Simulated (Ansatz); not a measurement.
# CH4AlCl: the cost of one run

All numbers below are computed with Ansatz 0.2.0 (RKS B3LYP-D4/def2-SVP).

## 1. The structure to begin with

Bond lengths: Al1–H2 1.560 Å, Al1–Cl3 2.230 Å, Al1–C4 1.970 Å, C4–H5 1.110 Å, C4–H6 1.110 Å, C4–H7 1.110 Å. Angles: H2–Al1–Cl3 120.0°, H2–Al1–C4 120.0°, Cl3–Al1–C4 120.0°, Al1–C4–H5 109.5°, Al1–C4–H6 109.5°, Al1–C4–H7 109.5°, H5–C4–H6 109.4°, H5–C4–H7 109.4°, H6–C4–H7 109.4°.

Coordinates:

```xyz
7

Al    0.0000    0.0000    0.0000
H     0.0000    0.0000    1.5600
Cl    1.9312    0.0000   -1.1150
C    -1.7060    0.0000   -0.9850
H    -2.2662   -0.9305   -0.7558
H    -2.3102    0.8797   -0.6796
H    -1.5043    0.0508   -2.0753
```

## 2. Relaxing the start

input.yaml reads:

```yaml
crystal:
  periodic: [false, false, false]
  atoms:
    - { symbol: Al, position_ang: [0.0, 0.0, 0.0] }
    - { symbol: H, position_ang: [0.0, 0.0, 1.56] }
    - { symbol: Cl, position_ang: [1.9312, 0.0, -1.115] }
    - { symbol: C, position_ang: [-1.706, 0.0, -0.985] }
    - { symbol: H, position_ang: [-2.2662, -0.9305, -0.7558] }
    - { symbol: H, position_ang: [-2.3102, 0.8797, -0.6796] }
    - { symbol: H, position_ang: [-1.5043, 0.0508, -2.0753] }
basis:
  gaussian: { orbitals: def2-SVP }
hamiltonian:
  xc: b3lyp
  dispersion: d4
relax:
  f_tol: 0.02
  max_steps: 40
```

On the command line:

```bash
ansatz run input.yaml --threads 1 --pin off --max-ram 2048MiB --backend cpu --events-out ev --progress --plain --runs-dir out
```

**Question.** How long does this run take on 1 thread of Intel Xeon 6975P-C (Granite Rapids), shared host, and how much memory does it need?

About 7.1 s, with a peak of 0.15 GiB.
